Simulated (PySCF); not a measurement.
Ionisation energy of Li by level of theory

Li [He] 2s1 (2S) → Li⁺ 1s2 (1S), as a difference of total energies. Calculation: PySCF 2.14, in x2c-QZVPPall; the spin-free X2C one-electron Hamiltonian (Gaussian nucleus). Correlated levels: valence and next inner shell: nothing frozen. The calculations carry no spin-orbit coupling.

```csv
method,ionisation energy (eV),error (eV)
UHF,5.343,-0.049
MP2 (valence and next inner shell),5.369,-0.023
SCS-MP2 (valence and next inner shell),5.364,-0.028
CCSD (valence and next inner shell),5.375,-0.017
CCSD(T) (valence and next inner shell),5.376,-0.016
CCSDT (valence and next inner shell),5.376,-0.016
```

Reference: 5.392 eV (measured; NIST Atomic Spectra Database, ionization energies).

Errors of the correlated levels include the incompleteness of this basis.
